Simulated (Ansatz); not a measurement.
P3. Total charge 0; doublet. Geometry PBE0-D4/def2-TZVP; atoms count from 1.

Cartesian coordinates in Å:
```
P 1.2450 -0.0517 -1.4926
P 0.0003 0.0008 0.0002
P -1.2454 0.0510 1.4924
```

Another isomer (doublet) lies 1.40 eV lower at PBE0-D4/def2-TZVP; other spin states weren't run for this one.

Problem. Estimate the Mulliken populations from the PBE0/def2-TZVP orbitals of Ansatz.

Solution. 
| atom | charge (e) | spin (α − β) |
| --- | --- | --- |
| P1 | -0.09 | 0.62 |
| P2 | 0.18 | -0.24 |
| P3 | -0.09 | 0.62 |
Mulliken values and Mayer orders depend strongly on the basis.

Problem. Where does the spin sit?

Solution. Summed by element: P 1.00, of 1 unpaired in all. Largest on single atoms: P3 0.62, P1 0.62, P2 -0.24.

Problem. And the Mayer bond orders between bonded heavy atoms (over 0.3)?

Solution. P1–P2 2.08 (1.94 Å); P2–P3 2.08 (1.94 Å). Values over 0.3 also appear between atoms too far apart for a bond (P1–P3 0.43 at 3.89 Å); they arise where an orbital or an unpaired electron spreads over both atoms.
